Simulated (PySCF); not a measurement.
**Question.** What does the PBE0-D3(BJ)/def2-SVP structure of InChI=1S/C4H9Cl/c1-4(2)3-5/h4H,3H2,1-2H3 look like in three dimensions?

**Answer.** 
Z-matrix in Å and degrees, rows numbered from 1:
```
C 
C   1  1.5226
C   2  1.5259  1  111.71
C   2  1.5212  1  112.11  3   122.88
Cl  4  1.7906  2  112.76  1    62.59
H   1  1.1004  2  110.95  3    59.29
H   1  1.1030  2  110.79  3   -60.31
H   1  1.0995  2  111.05  3   179.76
H   2  1.1047  1  108.41  3  -119.39
H   3  1.1004  2  110.72  1   -58.22
H   3  1.1027  2  111.10  1    61.10
H   3  1.1013  2  111.82  1  -178.36
H   4  1.1010  2  111.08  1   -57.30
H   4  1.0989  2  111.08  1  -178.01
```

Of the pairs four or more bonds apart, Cl5···H8 is among the closest relative to their van der Waals radii: 2.78 Å, 94 % of the sum of Bondi's values.

Computed with PBE0-D3(BJ)/def2-SVP geometry optimisation, gas phase in PySCF 2.14.0.

Point group: C1 (no symmetry element, even within 0.4 Å). PBE0-D3(BJ)/def2-SVP frequencies: not computed here. The numbers are those of one conformer (C1–C2–C4–Cl5 63°).
